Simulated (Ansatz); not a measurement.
**GeH2⁺, doublet: reading a ladder of total energies**

Geometry: that of the GeH2, singlet, kept fixed.

| atom | x (Å) | y (Å) | z (Å) |
| --- | --- | --- | --- |
| Ge | 0.0000 | -0.0303 | 0.0000 |
| H | 0.0000 | 1.0906 | -1.1335 |
| H | 0.0000 | 1.0906 | 1.1335 |

Basis cc-pVTZ; Ansatz 0.2.0. Only valence electrons are correlated (noble-gas cores and the filled d shells of p-block atoms frozen), which leaves 5 electrons in 57 orbitals. Prefix R: restricted or restricted open-shell reference. No spin–orbit coupling is included, and no scalar relativity.

Full CI is exact within this basis and frozen core; it isn't the basis-set limit.

Runs differ by some tens of microhartree through their thresholds and, for an open shell, their frozen cores, so steps under 0.03 kcal/mol mean nothing.

```csv
level,total energy (hartree)
RHF,-2076.201867
RMP2,-2076.279214
RCCSD,-2076.299951
RCCSD(T),-2076.302193
RCCSDT,-2076.302808
RCCSDT(Q),-2076.302846
full CI,-2076.302811
```

Q: What is the correlation energy at full CI, and what share of it do RMP2 and RCCSD(T) recover?

A: E(corr) = -2076.302811 − (-2076.201867) = -0.100944 hartree = -2.747 eV. RMP2: -0.077347 / -0.100944 = 76.62 %. RCCSD(T): -0.100326 / -0.100944 = 99.39 %.

Q: By how many kcal/mol does RCCSD(T) miss full CI (1 hartree = 627.509 kcal/mol), and which steps make up the rest?

A: -2076.302193 − (-2076.302811) = 0.000618 hartree = 0.39 kcal/mol. Steps: RCCSDT − RCCSD(T) = -0.39, RCCSDT(Q) − RCCSDT = -0.02, full CI − RCCSDT(Q) = 0.02 kcal/mol. That is within 1 kcal/mol of the reference in this basis, which itself misses far more of the correlation at the basis-set limit.
